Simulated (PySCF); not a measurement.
Match the calculated data to a structure.

All candidates are C4H4F2.

| technique | computed result |
| --- | --- |
| NMR, other nuclei | isotropic shieldings of nuclei other than C and H, by class: 310 (1 F), 421 (1 F) ppm [GIAO PBE0/pcSseg-1] |
| Triplet | lowest triplet excitation (Tamm–Dancoff): 4.43 eV [TDA CAM-B3LYP/def2-SVPD] |
| 13C NMR | chemical shifts (computed TMS as zero) by class: 158.3 (1 C), 94.5 (1 C), 82.8 (1 C), 36.2 (1 C) ppm [GIAO PBE0/pcSseg-1] |
| Polarisability | 46.3 au [CAM-B3LYP/def2-SVPD] |
| Rotational structure | rotational constants A, B, C: 10.500, 1.866, 1.679 GHz [GFN2-xTB] |
| Couplings | largest of the computed one-bond spin–spin couplings (means over like bonds): 19F–13C -513.3, 13C–1H +242.0, 19F–13C -224.5, 13C–1H +175.2, 13C–1H +153.8, 13C–1H +151.3, 13C–13C +80.6, 13C–13C +50.6 Hz [B3LYP/pcJ-1, spin–dipole term left out for some pairs] |
| Dipole | 0.98 D [CAM-B3LYP/def2-SVPD] |

Electronic properties: PySCF, gas phase, density fitting. Levels stand in brackets. The structure is a single GFN2-xTB conformer in the gas phase; no vibrational or solvent corrections. NMR classes are plain means over equivalent atoms (diastereotopic ones count apart unless rotation or inversion swaps them), as if these changed places fast.

Problem. Which candidate is it?
A. `F/C=C\C=C\F`
B. `C=C/C(F)=C\F`
C. `FC[C@@H]1C=C1F`
D. `C=C1CC1(F)F`
E. `F/C=C\C=C/F`

Solution. C. It is `FC[C@@H]1C=C1F`. Numbering: `[F:1][CH2:2][C@@H:3]1[CH:4]=[C:5]1[F:6]`. Its formula, C4H4F2, gives 2 degrees of unsaturation: 1 ring and 1 π bond in the structure found. 4 carbons fall into 4 classes; from least to most shielded: vinylic C–F carbon [C5] (158.3 ppm), sp3 C–F carbon [C2] (94.5 ppm), alkene CH carbon [C4] (82.8 ppm), allylic carbon [C3] (36.2 ppm). The other shieldings belong to: 310 ppm, vinyl fluorine [F6]; 421 ppm, alkyl fluorine [F1]. The couplings run between: -513.3 Hz, vinyl fluorine [F6] and vinylic C–F carbon [C5]; +242.0 Hz, alkene CH carbon [C4] and its hydrogen; -224.5 Hz, alkyl fluorine [F1] and sp3 C–F carbon [C2]; +175.2 Hz, allylic carbon [C3] and its hydrogen; +153.8 Hz, sp3 C–F carbon [C2] and its hydrogen; +151.3 Hz, sp3 C–F carbon [C2] and its hydrogen; +80.6 Hz, alkene CH carbon [C4] and vinylic C–F carbon [C5]; +50.6 Hz, sp3 C–F carbon [C2] and allylic carbon [C3]. The optimised geometry has point group C1 and is an asymmetric top.

The others, at the same levels:
- `C=C/C(F)=C\F` fails: its computed 13C shifts are 162.9 (1 C), 150.7 (1 C), 129.9 (1 C), 121.9 (1 C) ppm, lowest triplet excitation (Tamm–Dancoff) is 3.11 eV (against 4.43 eV) and static isotropic polarisability is 54.7 au (against 46.3 au).
- `F/C=C\C=C/F` fails: it has 2 carbon classes against 4; its computed 13C shifts are 158.2 (2 C), 109.6 (2 C) ppm, lowest triplet excitation (Tamm–Dancoff) is 3.17 eV (against 4.43 eV) and static isotropic polarisability is 54.8 au (against 46.3 au).
- `F/C=C\C=C\F` fails: its computed 13C shifts are 161.9 (1 C), 158.5 (1 C), 112.2 (1 C), 111.3 (1 C) ppm, lowest triplet excitation (Tamm–Dancoff) is 3.19 eV (against 4.43 eV) and static isotropic polarisability is 54.9 au (against 46.3 au).
- `C=C1CC1(F)F` fails: its computed 13C shifts are 139.2 (1 C), 119.7 (1 C), 113.6 (1 C), 20.8 (1 C) ppm, lowest triplet excitation (Tamm–Dancoff) is 4.22 eV (against 4.43 eV) and static isotropic polarisability is 49.1 au (against 46.3 au).

Each candidate is one conformer, not necessarily the lowest. The conformers computed, where there is a choice (atom-mapped SMILES and torsion angles):
- `[F:1][CH2:2][C@@H:3]1[CH:4]=[C:5]1[F:6]`: F1–C2–C3–C4 -90°
- `[CH2:1]=[CH:2]/[C:3]([F:4])=[CH:5]\[F:6]`: C1–C2–C3–F4 0°
- `[F:1]/[CH:2]=[CH:3]\[CH:4]=[CH:5]/[F:6]`: C2–C3–C4–C5 180°
- `[F:1]/[CH:2]=[CH:3]\[CH:4]=[CH:5]\[F:6]`: C2–C3–C4–C5 180°

One-bond C–F couplings are unscaled; at this level they come out some 30 % too large in size.
